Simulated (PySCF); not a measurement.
C₃H₈O, SMILES COCC. Geometry: B3LYP-D3(BJ)/def2-SVP. The values are those of a single conformer.

### Question
Give the equilibrium geometry at B3LYP-D3(BJ)/def2-SVP (PySCF confirms it by a frequency run) as bond lengths and angles. (An estimate is asked for; the answer gives what the named calculation found.)

### Answer
This is not unique; one that fits is 
Atoms: C1 C2 O3 C4 H5 H6 H7 H8 H9 H10 H11 H12. Bonds (Å): C1–C2 1.526, C1–H5 1.102, C1–H6 1.101, C1–H7 1.101, C2–O3 1.410, C2–H8 1.102, C2–H9 1.111, O3–C4 1.402, C4–H10 1.108, C4–H11 1.110, C4–H12 1.100. Angles (°): C2–C1–H5 110.3, C2–C1–H6 110.3, C2–C1–H7 112.1, H5–C1–H6 108.4, H5–C1–H7 107.5, H6–C1–H7 108.1, C1–C2–O3 113.9, C1–C2–H8 109.6, C1–C2–H9 110.0, O3–C2–H8 105.7, O3–C2–H9 110.2, H8–C2–H9 107.1, C2–O3–C4 114.9, O3–C4–H10 113.1, O3–C4–H11 111.8, O3–C4–H12 107.6, H10–C4–H11 107.7, H10–C4–H12 108.0, H11–C4–H12 108.4.
